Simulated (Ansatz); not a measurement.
C2H3F3S (`FC(F)(F)CS`) at its PBE0-D4/def2-TZVP geometry, where that method's forces vanish. Charge 0, multiplicity 1.

| atom | x (Å) | y (Å) | z (Å) |
| --- | --- | --- | --- |
| F1 | 1.041 | -0.360 | -1.574 |
| C2 | 0.643 | -0.753 | -0.361 |
| F3 | -0.110 | -1.845 | -0.519 |
| F4 | 1.738 | -1.117 | 0.321 |
| C5 | -0.081 | 0.340 | 0.385 |
| S6 | -1.565 | 0.859 | -0.517 |
| H7 | 0.616 | 1.170 | 0.499 |
| H8 | -0.342 | -0.057 | 1.366 |
| H9 | -1.938 | 1.763 | 0.401 |

For each bond, give half the difference of the two atoms' forces along it (eV/Å; positive pushes the atoms apart) under PBE-D4, r2SCAN-D4, B3LYP-D4, ωB97M-V in def2-TZVPP. (Estimate.)

Ansatz gave: 
```tsv
bond	length (Å)	PBE-D4	r2SCAN-D4	B3LYP-D4	ωB97M-V
F1–C2	1.336	0.58	0.25	0.29	0.18
C2–F3	1.336	0.58	0.25	0.29	0.18
C2–F4	1.340	0.59	0.27	0.26	0.15
C2–C5	1.509	-0.21	-0.14	-0.11	-0.06
C5–S6	1.813	0.18	0.17	0.29	0.10
C5–H7	1.090	0.08	-0.06	-0.12	-0.11
C5–H8	1.090	0.08	-0.06	-0.12	-0.11
S6–H9	1.341	0.25	0.02	-0.04	-0.09
```

B3LYP here is the variant with VWN-RPA as its local correlation; programs differ in this.
